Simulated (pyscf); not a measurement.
Thermochemistry of product channels of H₃C–SiH₃ (SMILES C[SiH3]) + H• (SMILES [H]) on the doublet surface, in kcal/mol, from ωB97M-D3(BJ)/def2-TZVP energies (ideal gas, 1 atm, RRHO with modes under 100 cm⁻¹ raised to 100, one conformer, R ln 2 for rigid chiral ones). PySCF, gas phase, ωB97X-D3(BJ)/def2-SVP geometries.

```
products                                                                       ΔE  ΔH(298 K)  ΔG(900 K)  ΔG(1200 K)
-------------------------------------------------------------------------  ------  ---------  ---------  ----------
H₃C–SiH₂• (SMILES C[SiH2]) + H₂ (SMILES [H][H])                               [?]       -9.6      -15.8       -17.7
CH₂ (SMILES [CH2]) [triplet] + SiH₃• (SMILES [SiH3]) + H₂ (SMILES [H][H])  +102.8      +97.1      +59.3       +47.0
CH₄ (SMILES C) + SiH₃• (SMILES [SiH3])                                        [?]      -14.9      -20.5       -21.3
```

Q: Fill in the missing entries.

A: 
- H₃C–SiH₂• (SMILES C[SiH2]) + H₂ (SMILES [H][H]), ΔE: -10.3
- CH₄ (SMILES C) + SiH₃• (SMILES [SiH3]), ΔE: -18.1

These are energies of the channels, which say nothing of barriers.
